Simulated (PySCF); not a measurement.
PySCF input for disilane anion (H₆Si₂), SMILES [SiH3][SiH3] (connectivity only; charge and spin as stated), charge -1, multiplicity 2, TPSSh-D3(BJ)/def2-SVPD. 

```python
import numpy as np
from pyscf import gto, scf, dft
from pyscf.geomopt import geometric_solver

mol = gto.M(
    atom='''
    Si   -1.14552983   -0.02590458   -0.00000000
    Si    1.14552983    0.02590458    0.00000000
    H    -1.53183543    0.81963843    1.18490812
    H    -1.53183544    0.81963842   -1.18490812
    H    -2.46141123   -0.85140578    0.00000001
    H     1.53183544   -0.81963842    1.18490812
    H     1.53183543   -0.81963843   -1.18490812
    H     2.46141123    0.85140578   -0.00000001
    ''',
    basis='def2-SVPD',
    charge=-1,
    spin=1,
    max_memory=1600,
    verbose=3,
)
mf = dft.UKS(mol, xc='tpssh').density_fit(auxbasis='def2-universal-jkfit')
mf.disp = 'd3bj'
mf.grids.level = 4
mf.conv_tol = 1e-9
mf.max_cycle = 100
mf.kernel()
fine, coarse = mf.grids, dft.Grids(mol).set(level=1).build(with_non0tab=True)
for _ in range(3):  # follow internal instabilities
    mf.grids = coarse
    mo, _, stable, _ = mf.stability(return_status=True, nroots=4)
    mf.grids = fine
    if stable:
        break
    mf.kernel(mf.make_rdm1(mo, mf.mo_occ))
grad = mf.nuc_grad_method()
grad.grid_response = mol.nao <= 150
conv, mol_eq = geometric_solver.kernel(grad, convergence_set='GAU_TIGHT', maxsteps=100)
print(mol_eq.tostring(format='xyz'))
mf.reset(mol_eq)
mf.kernel()
```

It prints:

```

WARN: HOMO -0.127110658238082 >= LUMO -0.127110658238081

converged SCF energy = -582.41704094644  <S^2> = 0.75963607  2S+1 = 2.009613
<class 'pyscf.df.df_jk.DFUKS'> wavefunction is stable in the internal stability analysis
[banner and settings of the optimiser left out]
Geometry optimization cycle 1
Cartesian coordinates (Angstrom)
 Atom        New coordinates             dX        dY        dZ
  Si  -1.145530  -0.025905   0.000000    0.000000  0.000000  0.000000
  Si   1.145530   0.025905   0.000000    0.000000 -0.000000  0.000000
   H  -1.531835   0.819638   1.184908    0.000000  0.000000  0.000000
   H  -1.531835   0.819638  -1.184908    0.000000 -0.000000  0.000000
   H  -2.461411  -0.851406   0.000000    0.000000  0.000000  0.000000
   H   1.531835  -0.819638   1.184908    0.000000  0.000000  0.000000
   H   1.531835  -0.819638  -1.184908    0.000000  0.000000  0.000000
   H   2.461411   0.851406  -0.000000    0.000000 -0.000000  0.000000

WARN: Mole.unit (angstrom) is changed to Bohr

converged SCF energy = -582.417040946442  <S^2> = 0.75963616  2S+1 = 2.0096131
--------------- DFUKS_Scanner gradients ---------------
         x                y                z
0 Si     0.0303284734    -0.0031513750    -0.0000000012
1 Si    -0.0303284734     0.0031513750     0.0000000012
2 H    -0.0014514233    -0.0036234879    -0.0027362432
3 H    -0.0014514233    -0.0036234883     0.0027362440
4 H     0.0025429489     0.0081432155     0.0000000000
5 H     0.0014514233     0.0036234883    -0.0027362440
6 H     0.0014514233     0.0036234879     0.0027362432
7 H    -0.0025429489    -0.0081432155    -0.0000000000
----------------------------------------------
cycle 1: E = -582.417040946  dE = -582.417  norm(grad) = 0.0457815
Step    0 : Gradient = 1.619e-02/3.049e-02 (rms/max) Energy = -582.4170409464
Hessian Eigenvalues: 2.30000e-02 2.39581e-02 2.39581e-02 ... 1.65798e-01 1.65964e-01 1.65964e-01

Geometry optimization cycle 2
Cartesian coordinates (Angstrom)
[...]
Hessian Eigenvalues: 2.30000e-02 2.39581e-02 2.39581e-02 ... 1.65964e-01 1.77536e-01 2.57947e-01

Geometry optimization cycle 5
Cartesian coordinates (Angstrom)
 Atom        New coordinates             dX        dY        dZ
  Si  -1.263386  -0.012914  -0.000000   -0.008111  0.001492 -0.000000
  Si   1.263386   0.012914   0.000000    0.008111 -0.001492  0.000000
   H  -1.591007   0.873874   1.182502   -0.016463  0.001579 -0.001368
   H  -1.591007   0.873874  -1.182502   -0.016463  0.001579  0.001368
   H  -2.542852  -0.914627   0.000000   -0.006846  0.005971 -0.000000
   H   1.591007  -0.873874   1.182502    0.016463 -0.001579 -0.001368
   H   1.591007  -0.873874  -1.182502    0.016463 -0.001579  0.001368
   H   2.542852   0.914627  -0.000000    0.006846 -0.005971  0.000000
converged SCF energy = -582.424430205993  <S^2> = 0.76061649  2S+1 = 2.0105885
--------------- DFUKS_Scanner gradients ---------------
         x                y                z
0 Si    -0.0001001870     0.0007903585    -0.0000000013
1 Si     0.0001001870    -0.0007903585     0.0000000013
2 H     0.0001183102    -0.0000407123    -0.0001133181
3 H     0.0001183080    -0.0000407128     0.0001133182
4 H     0.0002291268    -0.0003419143    -0.0000000004
5 H    -0.0001183080     0.0000407128    -0.0001133182
6 H    -0.0001183102     0.0000407123     0.0001133181
7 H    -0.0002291268     0.0003419143     0.0000000004
----------------------------------------------
cycle 5: E = -582.424430206  dE = -6.64106e-05  norm(grad) = 0.00131233
Step    4 : Displace = 1.324e-02/1.658e-02 (rms/max) Trust = 2.828e-01 (+) Grad = 4.640e-04/7.967e-04 (rms/max) E (change) = -582.4244302060 (-6.641e-05) Quality = 1.169
Hessian Eigenvalues: 2.30000e-02 2.39581e-02 2.39581e-02 ... 1.65964e-01 1.76833e-01 2.75806e-01

Geometry optimization cycle 6
Cartesian coordinates (Angstrom)
 Atom        New coordinates             dX        dY        dZ
  Si  -1.266275  -0.015261   0.000000   -0.002889 -0.002348  0.000000
  Si   1.266275   0.015261  -0.000000    0.002889  0.002348 -0.000000
   H  -1.594296   0.872189   1.182569   -0.003290 -0.001685  0.000066
   H  -1.594296   0.872189  -1.182569   -0.003290 -0.001685 -0.000066
   H  -2.548842  -0.911252   0.000000   -0.005990  0.003375  0.000000
   H   1.594296  -0.872189   1.182569    0.003290  0.001685  0.000066
   H   1.594296  -0.872189  -1.182569    0.003290  0.001685 -0.000066
   H   2.548842   0.911252  -0.000000    0.005990 -0.003375 -0.000000
converged SCF energy = -582.424441895268  <S^2> = 0.76070244  2S+1 = 2.010674
--------------- DFUKS_Scanner gradients ---------------
         x                y                z
0 Si    -0.0001365716     0.0002990708     0.0000000020
1 Si     0.0001365716    -0.0002990708    -0.0000000020
2 H     0.0000085732    -0.0000188230    -0.0000149353
3 H     0.0000085767    -0.0000188223     0.0000149352
4 H     0.0001448381    -0.0000807625     0.0000000007
5 H    -0.0000085767     0.0000188223    -0.0000149352
6 H    -0.0000085732     0.0000188230     0.0000149353
7 H    -0.0001448381     0.0000807625    -0.0000000007
----------------------------------------------
cycle 6: E = -582.424441895  dE = -1.16893e-05  norm(grad) = 0.000523254
Step    5 : Displace = 4.703e-03/6.873e-03 (rms/max) Trust = 3.000e-01 (+) Grad = 1.850e-04/3.288e-04 (rms/max) E (change) = -582.4244418953 (-1.169e-05) Quality = 1.302
Hessian Eigenvalues: 2.30000e-02 2.39581e-02 2.39581e-02 ... 1.65964e-01 1.76913e-01 2.80423e-01

Geometry optimization cycle 7
Cartesian coordinates (Angstrom)
 Atom        New coordinates             dX        dY        dZ
  Si  -1.266966  -0.016860  -0.000000   -0.000691 -0.001599 -0.000000
  Si   1.266966   0.016860   0.000000    0.000691  0.001599  0.000000
   H  -1.594638   0.871107   1.182509   -0.000342 -0.001083 -0.000059
   H  -1.594638   0.871107  -1.182509   -0.000342 -0.001083  0.000059
   H  -2.551734  -0.909836  -0.000000   -0.002893  0.001417 -0.000000
   H   1.594638  -0.871107   1.182509    0.000342  0.001083 -0.000059
   H   1.594638  -0.871107  -1.182509    0.000342  0.001083  0.000059
   H   2.551734   0.909836   0.000000    0.002893 -0.001417  0.000000
converged SCF energy = -582.424443662657  <S^2> = 0.76075305  2S+1 = 2.0107243
--------------- DFUKS_Scanner gradients ---------------
         x                y                z
0 Si    -0.0000426500     0.0000375454    -0.0000000047
1 Si     0.0000426500    -0.0000375454     0.0000000047
2 H    -0.0000032038    -0.0000106451     0.0000094806
3 H    -0.0000032122    -0.0000106468    -0.0000094802
4 H     0.0000176144     0.0000019862    -0.0000000018
5 H     0.0000032122     0.0000106468     0.0000094802
6 H     0.0000032038     0.0000106451    -0.0000094806
7 H    -0.0000176144    -0.0000019862     0.0000000018
----------------------------------------------
cycle 7: E = -582.424443663  dE = -1.76739e-06  norm(grad) = 8.91055e-05
Step    6 : Displace = 1.999e-03/3.198e-03 (rms/max) Trust = 3.000e-01 (=) Grad = 3.150e-05/5.682e-05 (rms/max) E (change) = -582.4244436627 (-1.767e-06) Quality = 1.062
Hessian Eigenvalues: 2.30000e-02 2.39581e-02 2.39581e-02 ... 1.65964e-01 1.76953e-01 2.76956e-01

Geometry optimization cycle 8
Cartesian coordinates (Angstrom)
 Atom        New coordinates             dX        dY        dZ
  Si  -1.266830  -0.017011   0.000000    0.000137 -0.000151  0.000000
  Si   1.266830   0.017011  -0.000000   -0.000137  0.000151 -0.000000
   H  -1.594460   0.871089   1.182425    0.000178 -0.000018 -0.000084
   H  -1.594460   0.871089  -1.182425    0.000179 -0.000018  0.000084
   H  -2.551806  -0.909814   0.000000   -0.000071  0.000022  0.000000
   H   1.594460  -0.871089   1.182425   -0.000179  0.000018 -0.000084
   H   1.594460  -0.871089  -1.182425   -0.000178  0.000018  0.000084
   H   2.551806   0.909814  -0.000000    0.000071 -0.000022 -0.000000
converged SCF energy = -582.424443697545  <S^2> = 0.76075635  2S+1 = 2.0107276
--------------- DFUKS_Scanner gradients ---------------
         x                y                z
0 Si    -0.0000095806     0.0000117489     0.0000000070
1 Si     0.0000095806    -0.0000117489    -0.0000000070
2 H     0.0000001711    -0.0000055699     0.0000037099
3 H     0.0000001833    -0.0000055675    -0.0000037104
4 H    -0.0000002285    -0.0000000493     0.0000000026
5 H    -0.0000001833     0.0000055675     0.0000037104
6 H    -0.0000001711     0.0000055699    -0.0000037099
7 H     0.0000002285     0.0000000493    -0.0000000026
----------------------------------------------
cycle 8: E = -582.424443698  dE = -3.48879e-08  norm(grad) = 2.52782e-05
Step    7 : Displace = 1.755e-04/2.148e-04 (rms/max) Trust = 3.000e-01 (=) Grad = 8.937e-06/1.516e-05 (rms/max) E (change) = -582.4244436975 (-3.489e-08) Quality = 1.226
Hessian Eigenvalues: 2.30000e-02 2.39581e-02 2.39581e-02 ... 1.65964e-01 1.77033e-01 2.86556e-01

Geometry optimization cycle 9
Cartesian coordinates (Angstrom)
 Atom        New coordinates             dX        dY        dZ
  Si  -1.266769  -0.017027  -0.000000    0.000060 -0.000016 -0.000000
  Si   1.266769   0.017027   0.000000   -0.000060  0.000016  0.000000
   H  -1.594403   0.871148   1.182371    0.000057  0.000059 -0.000054
   H  -1.594404   0.871148  -1.182371    0.000056  0.000059  0.000054
   H  -2.551773  -0.909811  -0.000000    0.000033  0.000003 -0.000000
   H   1.594404  -0.871148   1.182371   -0.000056 -0.000059 -0.000054
   H   1.594403  -0.871148  -1.182371   -0.000057 -0.000059  0.000054
   H   2.551773   0.909811   0.000000   -0.000033 -0.000003  0.000000
converged SCF energy = -582.424443701051  <S^2> = 0.7607566  2S+1 = 2.0107278
--------------- DFUKS_Scanner gradients ---------------
         x                y                z
0 Si    -0.0000037540     0.0000007810    -0.0000000116
1 Si     0.0000037540    -0.0000007810     0.0000000116
2 H     0.0000009372    -0.0000011687     0.0000009661
3 H     0.0000009130    -0.0000011723    -0.0000009666
4 H    -0.0000011517    -0.0000009070    -0.0000000051
5 H    -0.0000009130     0.0000011723     0.0000009666
6 H    -0.0000009372     0.0000011687    -0.0000009661
7 H     0.0000011517     0.0000009070     0.0000000051
----------------------------------------------
cycle 9: E = -582.424443701  dE = -3.50553e-09  norm(grad) = 6.80756e-06
Step    8 : Displace = 7.124e-05/7.703e-05 (rms/max) Trust = 3.000e-01 (=) Grad = 2.407e-06/3.834e-06 (rms/max) E (change) = -582.4244437011 (-3.506e-09) Quality = 1.024
Hessian Eigenvalues: 2.30000e-02 2.39581e-02 2.39581e-02 ... 1.65964e-01 1.77107e-01 2.94662e-01

Geometry optimization cycle 10
Cartesian coordinates (Angstrom)
 Atom        New coordinates             dX        dY        dZ
  Si  -1.266734  -0.017002   0.000000    0.000036  0.000026  0.000000
  Si   1.266734   0.017002  -0.000000   -0.000036 -0.000026 -0.000000
   H  -1.594385   0.871194   1.182352    0.000018  0.000046 -0.000020
   H  -1.594384   0.871194  -1.182351    0.000019  0.000046  0.000020
   H  -2.551745  -0.909779   0.000000    0.000028  0.000032  0.000000
   H   1.594384  -0.871194   1.182351   -0.000019 -0.000046 -0.000020
   H   1.594385  -0.871194  -1.182352   -0.000018 -0.000046  0.000020
   H   2.551745   0.909779  -0.000000   -0.000028 -0.000032 -0.000000
converged SCF energy = -582.424443701336  <S^2> = 0.76075617  2S+1 = 2.0107274
--------------- DFUKS_Scanner gradients ---------------
         x                y                z
0 Si     0.0000082397     0.0000015499     0.0000000192
1 Si    -0.0000082397    -0.0000015499    -0.0000000192
2 H    -0.0000008798    -0.0000007077    -0.0000011736
3 H    -0.0000008346    -0.0000007025     0.0000011767
4 H    -0.0000012332    -0.0000006042     0.0000000096
5 H     0.0000008346     0.0000007025    -0.0000011767
6 H     0.0000008798     0.0000007077     0.0000011736
7 H     0.0000012332     0.0000006042    -0.0000000096
----------------------------------------------
cycle 10: E = -582.424443701  dE = -2.8524e-10  norm(grad) = 1.24425e-05
Step    9 : Displace = 3.501e-05/4.551e-05 (rms/max) Trust = 3.000e-01 (=) Grad = 4.399e-06/8.384e-06 (rms/max) E (change) = -582.4244437013 (-2.852e-10) Quality = 0.526
Hessian Eigenvalues: 2.30000e-02 2.39581e-02 2.39581e-02 ... 1.65964e-01 1.77107e-01 2.94662e-01
Converged! =D

8
XYZ from PySCF
Si         -1.26673377       -0.01700168        0.00000023
Si          1.26673377        0.01700168       -0.00000023
H          -1.59438498        0.87119383        1.18235162
H          -1.59438415        0.87119379       -1.18235141
H          -2.55174462       -0.90977936        0.00000018
H           1.59438415       -0.87119379        1.18235141
H           1.59438498       -0.87119383       -1.18235162
H           2.55174462        0.90977936       -0.00000018
converged SCF energy = -582.424443701406  <S^2> = 0.76075626  2S+1 = 2.0107275
```

The run converged.
